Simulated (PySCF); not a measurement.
Structure with atom numbers: `[CH:1]#[C:2][CH2:3][OH:4]` (H(Xn): hydrogen on atom n).

PySCF 2.14.0 with density-fitted response routines calculation with structure optimised with PBE0-D3(BJ)/def2-SVP, σ from GIAO-CAM-B3LYP/pcSseg-2 and J: B3LYP/pcJ-1; isolated molecule, one conformer, one averaged value for each set of equivalent atoms, no relativistic terms.

Shifts are taken against calculated references (same method and geometry level): ¹H vs TMS.

The spectrum was simulated from the full spin Hamiltonian at 400 MHz with 1.0 Hz Lorentzian lines, from shifts rounded to 0.01 ppm and J to 0.1 Hz, couplings under 1 Hz left out. Exchangeable protons (1H) are left uncoupled and out of the list.

**Question.** List the maxima of its ¹H spectrum with integrals.

**Answer.** 
Maxima in Hz from TMS (height), grouped by integral:
2H: 1773.9 (99), 1770.1 (100)
1H: 875.8 (26), 872.0 (50), 868.2 (25)

**Question.** Summarise it as multiplets with assignments.

**Answer.** ¹H NMR (400 MHz, computed): δ 4.43 (d, J = 3.8 Hz, 2H, H(C3)), 2.18 (t, J = 3.8 Hz, 1H, H(C1)), 0.07 (br s, 1H, H(O4)). These are first-order names; overlap and second-order distortion can hide them in the list.

OH/NH shifts are gas-phase values; hydrogen bonding in solution moves them, usually downfield. Multiplet labels drop couplings under 1 Hz and merge nearly equal ones. Couplings to exchangeable protons are dropped.
